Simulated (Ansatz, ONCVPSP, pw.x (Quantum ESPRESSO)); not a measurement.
## Equation-of-state test of one ONCV potential (Cu (Z = 29))

```json
{
  "Element": "copper (Cu)",
  "Generator": "ONCVPSP 4.0.1.1 (patched build)",
  "Type": "optimised norm-conserving Vanderbilt (ONCV)",
  "Functional": "LDA (Perdew-Wang 92)",
  "Relativity": "scalar-relativistic",
  "Frozen core": "[Ar]",
  "Valence charge": "11",
  "Reference configuration": "3d10 4s1",
  "Partial waves": "4s: rc 2.50 bohr, ncon 4, nbas 8, qcut 2.4 1/bohr, 3 projectors, debl 2.1 Ha; p scattering state at 0.04 Ha: rc 2.50 bohr, ncon 4, nbas 9, qcut 3.7 1/bohr, 2 projectors, debl 1.7 Ha; 3d: rc 1.20 bohr, ncon 3, nbas 8, qcut 11.9 1/bohr, 2 projectors, debl 3.9 Ha",
  "Local potential": "polynomial inside 0.90 bohr (lpopt 1, dvloc0 1.5 Ha)",
  "Core correction": "Teter function, fcfact 2.25, rcfact 1.5"
}
```

In the p channel the program set the typed energies aside and used 0.050, 1.750 Ha.

Crystal test: bcc Cu in pw.x 7.5, no spin, 16³ k-points, Fermi–Dirac smearing 0.01 Ry, cutoffs 155/620 Ry. The reference is all-electron LAPW (Ansatz 0.2.0) with the same functional, mesh and smearing; V0 and B0 come from Birch–Murnaghan fits to the pressures at five volumes. Errors are pseudo minus all-electron; Δ is the rms difference of the E(V) curves that follow from these fits, minima aligned, over ±6 % about the mean V0. Mesh and smearing are coarse, so the numbers serve the comparison and aren't converged zero-temperature values; the lattice is a test structure that the element need not adopt.

All-electron: a0 = 2.796 Å (V0 = 10.93 Å³/atom), B0 = 186.3 GPa.

**Question.** How far does the potential miss the all-electron equation of state?

**Answer.** mean pressure error (GPa): -1.15; a0 (Å): 2.792; a0 error (%): -0.16; B0 error (%): +9.7; Δ (meV/atom): 2.5. The largest radius (2.50 bohr) exceeds half the bond length (2.29 bohr), so the spheres overlap, which is one possible source of error among others. Atomic configuration tests: 1 of 4 tests not solved or not reliable.

```
V (Å³/atom)  P all-electron (GPa)  P pseudo (GPa)
     10.393                 10.69           10.06
     10.666                  4.87            4.20
     10.940                 -0.14           -1.08
     11.213                 -4.45           -5.89
     11.487                 -8.15          -10.18
```

**Question.** At the middle volume, how do free energy and pressure move when the wave cutoff is lowered (ecutrho kept at four times it)?

**Answer.**

```tsv
cutoff (Ry)	shift of F (meV/atom)	shift of P (GPa)
70	+38113.9	-1742.66
93	+5953.6	-527.26
124	+104.8	-22.56
```

The run at the middle volume (145 k-points, 10 iterations) took about 2 min on one core of a shared host (Neoverse-N1, 64 threads, 124 GiB, load 43).
